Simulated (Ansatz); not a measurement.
Two shapes of singlet C2H2O2.

Shape 1:

```xyz
6

C    -0.0351   -0.0026   -0.7365
C    -0.0328   -0.0217    0.7973
O    -0.0158    1.0540   -1.3110
O     0.0160   -1.0932    1.3198
H    -0.0497   -0.9753   -1.2493
H    -0.0296    0.9972    1.2889
```

Shape 2:

```xyz
6

C     0.0000    0.0224   -0.6989
C     0.0000   -0.0224    0.6989
O     0.0000    0.9791   -1.2487
O     0.0000   -0.9791    1.2487
H     0.0000   -0.9017   -1.1522
H     0.0000    0.9017    1.1522
```

Basis set: cc-pVTZ (spherical functions). Correlated methods keep 4 orbitals frozen. Charge 0, multiplicity 1.

Computed with Ansatz (development build ahead of 0.2.0); each method stands on the lowest determinant of its kind that the runs found.

**Question.** Which shape is lower in energy, and by how much in each method?

**Answer.**

```tsv
method	E(2) − E(1) (eV)
RHF	1.093
RHF-MP2	1.728
```

Shape 1 is lower. Caution: no unrestricted run beside it, a lower state can exist.
